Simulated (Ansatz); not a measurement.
Two shapes of singlet C₂H₆O.

Shape 1:

```xyz
9

C     0.0000    0.0000    0.0000
C     0.0000    0.0000    1.5200
O     0.0000    1.3600   -0.4419
H    -0.8818   -0.5183   -0.3766
H     0.8818   -0.5183   -0.3766
H     0.0000   -1.0275    1.8839
H     0.8898    0.5137    1.8839
H    -0.8898    0.5137    1.8839
H     0.0000    1.3853   -1.4066
```

Shape 2:

```xyz
9

C     0.0000   -0.4146   -0.3535
C     0.0000   -0.4345    1.1567
O     0.0000    0.9232   -0.7809
H    -0.8892   -0.9616   -0.7300
H     0.8892   -0.9616   -0.7300
H     0.0000   -1.4668    1.5374
H     0.8896    0.0825    1.5468
H    -0.8896    0.0825    1.5468
H     0.0000    0.9341   -1.7424
```

Basis set: 6-31G* (spherical functions). Frozen core: 3 orbitals. Charge 0, multiplicity 1.

Computed with Ansatz (development build ahead of 0.2.0); each method stands on the lowest determinant of its kind that the runs found.

(1) Which shape is lower in energy, and by how much in each method?

Results:

(1)

| method | E(2) − E(1) (eV) |
| --- | --- |
| RHF | 0.012 |
| RHF-MP2 | 0.009 |

Shape 1 is lower.
